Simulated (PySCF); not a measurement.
Geometries of 3 isomers of C5H9F, from PBE0-D3(BJ)/def2-SVP geometry optimisation, gas phase (PySCF). One conformer each, no zero-point energy, no frequencies.

**Question.** Which isomer lies lowest at this level?
A.
```xyz
15
angstrom
C      2.067    0.017    0.795
C      1.177    0.988    0.095
C      0.019    0.721   -0.512
F     -0.649    1.738   -1.090
C     -0.712   -0.569   -0.663
C     -2.100   -0.541   -0.028
H      1.657   -1.003    0.806
H      3.060   -0.027    0.317
H      2.235    0.318    1.842
H      1.495    2.036    0.063
H     -0.807   -0.777   -1.744
H     -0.107   -1.382   -0.239
H     -2.707    0.268   -0.458
H     -2.628   -1.491   -0.196
H     -2.034   -0.372    1.057
```
B.
```xyz
15
angstrom
C     -1.972   -0.341    0.472
C     -0.705    0.484    0.504
F     -1.038    1.810    0.281
C      0.312    0.054   -0.510
C      1.336   -0.979   -0.139
C      1.747    0.448   -0.340
H     -1.755   -1.390    0.718
H     -2.702    0.047    1.197
H     -2.426   -0.304   -0.530
H     -0.248    0.433    1.510
H     -0.073    0.023   -1.536
H      1.618   -1.720   -0.891
H      1.319   -1.369    0.884
H      2.008    1.039    0.543
H      2.318    0.706   -1.234
```
C.
```xyz
15
angstrom
C     -0.983    1.656    0.051
C     -0.551    0.402    0.228
C     -1.465   -0.783    0.129
C      0.899    0.114    0.520
C      1.652   -0.550   -0.617
F      1.201   -1.833   -0.835
H     -0.305    2.511    0.129
H     -2.032    1.870   -0.171
H     -2.507   -0.479   -0.043
H     -1.424   -1.382    1.054
H     -1.149   -1.455   -0.683
H      1.424    1.052    0.761
H      0.984   -0.539    1.407
H      2.729   -0.606   -0.379
H      1.528    0.023   -1.552
```

**Answer.** A. That is `C/C=C(/F)CC`, 4.4 kcal/mol below the next.

| SMILES | atoms numbered as above | E (Eh) | relative (kcal/mol) | relative (kJ/mol) | dipole (D) |
| --- | --- | --- | --- | --- | --- |
| C/C=C(/F)CC | [CH3:1]/[CH:2]=[C:3](/[F:4])[CH2:5][CH3:6] | -295.23157 | 0.0 | 0.0 | 1.60 |
| C[C@H](F)C1CC1 | [CH3:1][C@H:2]([F:3])[CH:4]1[CH2:5][CH2:6]1 | -295.22458 | 4.4 | 18.3 | 1.78 |
| C=C(C)CCF | [CH2:1]=[C:2]([CH3:3])[CH2:4][CH2:5][F:6] | -295.22363 | 5.0 | 20.9 | 1.25 |
